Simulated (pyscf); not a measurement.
Structures and frequencies: ωB97X-D3(BJ)/def2-SVP in PySCF.

Question: For the elementary gas-phase step `[Br][SiH2][Br]` + `[NH3]` → `[NH2][SiH]([Br])[Br]` + `[H][H]` (singlet surface; H–Si, H–N broken, N–Si, H–H formed), what barrier and reaction energy does ωB97M-D3(BJ)/def2-TZVP give, measured from the separated reactants?

Answer: ΔE‡ = 147.7 kJ/mol, ΔE = -46.2 kJ/mol. Zero-point energy shifts the barrier by -4.1 kJ/mol. It is a four-centre exchange, with an imaginary mode of 1549i cm⁻¹. On the reactant side the descent ends in a complex, 30.7 kJ/mol under the separated species and 176.6 kJ/mol under the saddle at ωB97X-D3(BJ)/def2-TZVP. At the saddle there is also a short H–Si contact that neither side keeps. One saddle was located; it need not be the lowest between these sides. Elements up to Kr have no core potential and no relativistic terms here.
